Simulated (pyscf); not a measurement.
A first-order saddle from PySCF, ωB97X-D3(BJ)/def2-SVP:

```xyz
8

P     -1.6213     0.2041     0.4208
In     0.6143    -0.3408    -0.5339
H     -0.5992     0.5181     1.8232
H     -2.2026     0.6031    -0.8626
H      0.9043    -0.1266    -2.2214
H      1.8015    -0.9206     0.5730
H     -1.0920    -1.0265     1.5676
H     -0.5027    -0.4455     2.1893
```

Surface: singlet, charge 0. Lowest wavenumbers (cm⁻¹): 2267i, 108, 314, 353, 409.

Task: Name the species on either side of this saddle.

Result: H₂P–InH₂ (SMILES [PH2][InH2]) + H₂ (SMILES [H][H]) ⇌ H₂P–InH₂ (SMILES [PH2][InH2]) + H₂ (SMILES [H][H]), a four-centre exchange read from left to right: H–P, H–H broken and H–P, H–H formed. At ωB97M-D3(BJ)/def2-TZVP it lies +3.36 eV from the left side and +3.36 eV from the right (each side as separated species at their lowest minima found). From the product side, PH₂• + InH₂• + H₂ lies, by one bond made or cut, 0.67 eV under this saddle at ωB97M-D3(BJ)/def2-TZVP. The same reactants have a lower exit, to PH₂• + InH₂• + H₂ (no saddle counted: cutting one bond costs +2.69 eV at ωB97M-D3(BJ)/def2-TZVP, against +3.36 eV here). One saddle was located; it need not be the lowest between these sides. Elements past Kr carry the def2 core potentials, without spin-orbit coupling.
